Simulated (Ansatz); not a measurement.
**One shape, several levels: AlH2O (SMILES [O][AlH2])**

We compute a comparison of 6 runs (U-wB97M-V/STO-3G, USVWN5/STO-3G, RPA@PBE/STO-3G, UBCCD(T)/STO-3G, UCCSDT/STO-3G, UCCSD(T)/STO-3G) of AlH2O. 

Program for the calculation: Ansatz 0.2.0.

51 further runs of the same task are left out: 1 that didn't finish, 50 set aside as unsound or not needed.

**1. The system as given**

The species is AlH2O (4 atoms), meant as a doublet with charge 0. As SMILES, `[O][AlH2]`. The H3–Al2 distance was set to 3.946 Å, away from the relaxed value. At this shape a bond of the SMILES string is far longer than usual.

Bond lengths: O1–Al2 1.727 Å, Al2–H4 1.578 Å. Angles: O1–Al2–H4 115.8°.

**2. The energy at U-wB97M-V/STO-3G (run 1)**

input.yaml reads:

```yaml
crystal:
  periodic: [false, false, false]
  atoms:
    - {symbol: O, position_ang: [1.803976, -0.270241, 2.894822]}
    - {symbol: Al, position_ang: [1.752676, 0.615959, 1.413022]}
    - {symbol: H, position_ang: [-1.149600, -0.360800, -1.076000]}
    - {symbol: H, position_ang: [2.872476, 1.712859, 1.228122]}
basis:
  gaussian: {orbitals: STO-3G}
accuracy: high
hamiltonian: {xc: {name: wB97M-V}}
magnetization: {spin_polarized: true, initial_magnetization: 1}
```

Started as:

```bash
$ ansatz run input.yaml --threads 1 --pin off --max-ram 2610MiB --events-out events.jsonl --progress --plain --runs-dir runs
```

Standard output, shortened:

```text
Warning: RAYON_NUM_THREADS=1 ignored (pool sized by the plan → 1); use --threads N
Functional definition: wB97M-V
  name "wB97M-V"
[...]
  gx(w, u) = 1 - cx + cx01*u + cx10*w
  gss(w, u) = css00 + css04*u^4 + css10*w + css20*w^2 + css43*w^4*u^3
  gos(w, u) = cos00 + cos10*w + (cos20 + cos21*u)*w^2 + (cos60 + cos61*u)*w^6
[...]
      + integral(e_c_pw_mod_opposite_spin*gos(b97_w_opposite, b97_u_opposite)) + vv10(b, c)
259 factors; integrals over basis functions are off by at most 2.5e-8 eV
118 factors; integrals over basis functions are off by at most 8.3e-10 eV
[...]
mean field -8562.05777665 eV, -314.6498197208 hartree, gradient 3.2e-8 eV, S^2 1.329234; 8 other end points of the search recorded, 0 dependent functions left out
reference -8562.05777920 eV, -314.6498198143 hartree; 12, 11 occupied and 4, 5 virtual orbitals, 259 factors
Total energy: -8562.05777920 eV, -314.6498198143 hartree
```

Run time: 74 s. Hardware: 1 thread of Arm Neoverse V1, shared host; peak memory 0.44 GiB.

**3. The energy at USVWN5/STO-3G (run 2)**

job.yaml reads:

```yaml
basis:
  gaussian:
    orbitals: STO-3G
crystal:
  periodic: [false, false, false]
  atoms:
    - {symbol: O, position_ang: [1.803976, -0.270241, 2.894822]}
    - {symbol: Al, position_ang: [1.752676, 0.615959, 1.413022]}
    - {symbol: H, position_ang: [-1.149600, -0.360800, -1.076000]}
    - {symbol: H, position_ang: [2.872476, 1.712859, 1.228122]}
magnetization:
  spin_polarized: true
  initial_magnetization: 1
hamiltonian:
  xc: {name: SVWN5}
accuracy: high
```

Started as:

```bash
$ ansatz run job.yaml --threads 1 --pin off --max-ram 2610MiB --events-out events.jsonl --progress --plain --runs-dir runs
```

Standard output:

```text
Warning: RAYON_NUM_THREADS=1 ignored (pool sized by the plan → 1); use --threads N
Functional definition: SVWN5
  name "SVWN5"
  exchange = slater_x
  correlation = vwn5_c
259 factors; integrals over basis functions are off by at most 2.5e-8 eV
mean field evaluation 1: about -8504.6100 eV, gradient 3.4e1 eV
mean field evaluation 2: about -8327.2235 eV, gradient 1.1e2 eV
mean field evaluation 4: about -8516.3481 eV, gradient 8.1e0 eV
mean field evaluation 8: about -8516.9168 eV, gradient 3.0e-1 eV
mean field evaluation 16: about -8516.8839 eV, gradient 1.2e-3 eV
mean field evaluation 32: about -8512.7786 eV, gradient 1.5e1 eV
mean field -8516.88391648 eV, -312.9897109795 hartree, gradient 5.0e-8 eV, S^2 0.752178; 8 other end points of the search recorded, 0 dependent functions left out
reference -8516.88391825 eV, -312.9897110444 hartree; 12, 11 occupied and 4, 5 virtual orbitals, 259 factors
Total energy: -8516.88391825 eV, -312.9897110444 hartree
```

It took 1.3 s on 1 thread of Arm Neoverse V1, shared host; peak memory 0.1 GiB.

**4. The energy at RPA@PBE/STO-3G (run 3)**

in.yaml reads:

```yaml
crystal:
  periodic: [false, false, false]
  atoms:
    - {symbol: O, position_ang: [1.803976, -0.270241, 2.894822]}
    - {symbol: Al, position_ang: [1.752676, 0.615959, 1.413022]}
    - {symbol: H, position_ang: [-1.149600, -0.360800, -1.076000]}
    - {symbol: H, position_ang: [2.872476, 1.712859, 1.228122]}
basis:
  gaussian:
    orbitals: STO-3G
magnetization:
  spin_polarized: true
  initial_magnetization: 1
hamiltonian:
  xc: {name: PBE}
accuracy: high
correlation:
  method: rpa
  frozen_orbitals: {Al: 5, H: 0, O: 1}
```

Started as:

```bash
$ ansatz run in.yaml --threads 1 --pin off --max-ram 2610MiB --events-out events.jsonl --progress --plain --runs-dir runs
```

Standard output, shortened:

```text
Warning: RAYON_NUM_THREADS=1 ignored (pool sized by the plan → 1); use --threads N
Functional definition: PBE
  name "PBE"
[...]
259 factors; integrals over basis functions are off by at most 2.5e-8 eV
[...]
mean field -8555.98772936 eV, -314.4267495973 hartree, gradient 2.4e-8 eV, S^2 0.954053; 5 other end points of the search recorded, 0 dependent functions left out
6 core orbitals not correlated: weight in the atoms' cores, before any rotation towards them, 0.999 or more for the frozen orbitals, at most 0.000 for the correlated occupied ones
reference -8537.18079992 eV, -313.7356076882 hartree; 6, 5 occupied and 4, 5 virtual orbitals, 259 factors
Total energy: -8543.42851375 eV, -313.9652069365 hartree
```

Run time: 3.6 s. Hardware: 1 thread of Arm Neoverse V1, shared host; peak memory 0.12 GiB.

Runs 4 to 5 aren't shown in full; the table further down has their settings and results.

**5. A single-point energy at UCCSD(T)/STO-3G (run 6)**

in.yaml reads:

```yaml
basis:
  gaussian:
    orbitals: STO-3G
crystal:
  periodic: [false, false, false]
  atoms:
    - {symbol: O, position_ang: [1.803976, -0.270241, 2.894822]}
    - {symbol: Al, position_ang: [1.752676, 0.615959, 1.413022]}
    - {symbol: H, position_ang: [-1.149600, -0.360800, -1.076000]}
    - {symbol: H, position_ang: [2.872476, 1.712859, 1.228122]}
correlation:
  method: ccsd_t
  frozen_orbitals: {Al: 5, H: 0, O: 1}
accuracy: high
magnetization:
  spin_polarized: true
  initial_magnetization: 1
scf:
  omitted_lower_state_checks: [cluster_reference, increment]
```

Started as:

```bash
$ ansatz run in.yaml --threads 1 --pin off --max-ram 2610MiB --events-out events.jsonl --progress --plain --runs-dir runs
```

Standard output:

```text
Warning: RAYON_NUM_THREADS=1 ignored (pool sized by the plan → 1); use --threads N
[... 18 lines left out ...]
6 core orbitals not correlated: weight in the atoms' cores, before any rotation towards them, 1.000 or more for the frozen orbitals, at most 0.000 for the correlated occupied ones
[... 52 lines left out ...]
Total energy: -8542.15715611 eV, -313.9184854050 hartree
Checks for a lower state left out: cluster_reference, increment
```

It took 0.52 s on 1 thread of Arm Neoverse V1, shared host.

**6. All runs side by side**

```
run             level  frozen core orbitals  energy (Eh)   ⟨S²⟩  wall time
  1  U-wB97M-V/STO-3G                     –  -314.649820  1.329       74 s
  2     USVWN5/STO-3G                     –  -312.989711  0.752      1.3 s
  3    RPA@PBE/STO-3G                     6  -313.965207  0.954      3.6 s
  4   UBCCD(T)/STO-3G                     6  -313.919215  1.683     0.64 s
  5     UCCSDT/STO-3G                     6  -313.922475  1.683      1.1 s
  6   UCCSD(T)/STO-3G                     6  -313.918485  1.683     0.52 s
```

**7. Outcome**

```
                                          quantity          value
                               run 6: total energy  -313.91849 Eh
run 6: correlation energy (6 core orbitals frozen)      -79.3 mEh
                             run 6: (T) correction      -6.06 mEh
          run 6: ⟨S²⟩ of the reference determinant          1.683
                              run 6: T1 diagnostic          0.107
```

In words: Totals of different functionals can't be ranked against each other. In runs 1, 2, 3, 4, 5, 6 the basis is minimal, so the values are rough. Spin contamination of the reference: run 4 ⟨S²⟩ = 1.68, run 5 ⟨S²⟩ = 1.68, run 6 ⟨S²⟩ = 1.68, run 1 ⟨S²⟩ = 1.33, run 3 ⟨S²⟩ = 0.95. Where it is this large, the reference is a mixture of spin states, and values that rest on it are in doubt. All runs together took 82 s, the longest 74 s.
